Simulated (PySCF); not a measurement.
**Predicted spectroscopic data**

Calculated, not measured (PySCF 2.14.0 with density-fitted response routines): coordinates at the GFN2-xTB level, σ from GIAO-PBE0/pcSseg-1, J couplings at B3LYP/pcJ-1. In vacuum, rapidly exchanging positions averaged, one conformer, non-relativistic.

δ = σ(ref) − σ, references computed at the same level: TMS for $^{1}$H (31.72 ppm), $^{13}$C (186.93 ppm). Multiplet labels drop J under 1 Hz and among equivalent protons, and merge close values. Unscaled 3J(H,H) run several per cent high. Splittings of carbon signals by F and P are missing where no couplings were computed. Where no couplings were computed, multiplicities follow the n + 1 count of equivalent neighbours, and m marks all less simple cases (inequivalent or close neighbours, rings, F or P nearby). Shifts are as computed. Against solution values, carbons near 30 ppm lie about +3 ppm off and those near 130 ppm about +5 ppm. Of 1211 compounds with measured shifts, 218 miss one by over three times the rms of a fit or turn the order of signals round; such compounds aren't used in these exercises.

Compound 1 (C₆H₁₂N₂). $^{1}$H NMR (400 MHz, computed): δ 6.19 (t, 2H), 1.95 (m, 4H), 1.11 (t, 6H). $^{13}$C{$^{1}$H} NMR (computed): δ 131.4, 22.7, 13.2. Structure: `InChI=1S/C6H12N2/c1-3-5-7-8-6-4-2/h5-6H,3-4H2,1-2H3/b7-5-,8-6-`.

Compound 2 (C₂H₆). $^{1}$H NMR (400 MHz, computed): δ 0.98 (s, 6H). $^{13}$C{$^{1}$H} NMR (computed): δ 9.5. Structure: `InChI=1S/C2H6/c1-2/h1-2H3`.

Compound 3 (C₄HF₆OP). $^{1}$H NMR (400 MHz, computed): δ 8.16 (m, 1H). $^{13}$C{$^{1}$H} NMR (computed): δ 172.5, 132.8. Structure: `O=[PH](C(F)=C(F)F)C(F)=C(F)F`.
